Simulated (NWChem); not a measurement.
# SiH3 cation

```xyz
4

Si     0.0000     0.0000     0.0000
H      1.0547     1.0547     0.0000
H      0.3860    -1.4407     0.0000
H     -1.4407     0.3860     0.0000
```
Atoms are numbered in this order, from 1.

Computed with NWChem. The geometry was optimised at PBE-D3(BJ)/def2-SVP. Level r2SCAN/def2-SVP: energy and gradient on several grids; changes count from the extra-fine grid, which is no exact limit either.

| grid | size of the energy change (μHa) | largest change of a gradient component (μHa/bohr) |
|---|---|---|
| xcoarse | 900 | 900 |
| coarse | < 10 | 300 |
| medium | < 10 | < 30 |
| fine | < 10 | < 30 |
| xfine | < 10 | < 30 |
